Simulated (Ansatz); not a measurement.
Cubic BN was calculated with G0W0@PBE in Ansatz (plane waves, hard PAW, contour deformation).

The same calculation (at the measured cell, 5.910 Å³/atom) with different numerical settings; throughout: k mesh 4×4×4:

| run | response cutoff (eV) | empty bands | quasiparticle gap on the mesh (eV) | quasiparticle gap at Γ (eV) | rough time |
|---|---|---|---|---|---|
| 1 | 100 | 49 | 5.763 | 10.743 | 5 core-s |
| 2 | 150 | 91 | 5.989 | 10.908 | 8 core-s |
| 3 | 200 | 139 | 6.110 | 11.018 | 10 core-s |
| 4 | 250 | 195 | 6.179 | 11.085 | 20 core-s |
| 5 | 300 | 256 | (withheld) | (withheld) | 40 core-s |

### Question
Fill in the missing entries.

### Answer

- 5, quasiparticle gap on the mesh (eV): 6.218
- 5, quasiparticle gap at Γ (eV): 11.125

In the column quasiparticle gap on the mesh (eV) the first row differs from the last by -0.455 and the next to last by -0.039.

The last row is no converged limit: other settings stay fixed.

Ansatz is a program for electronic structure.
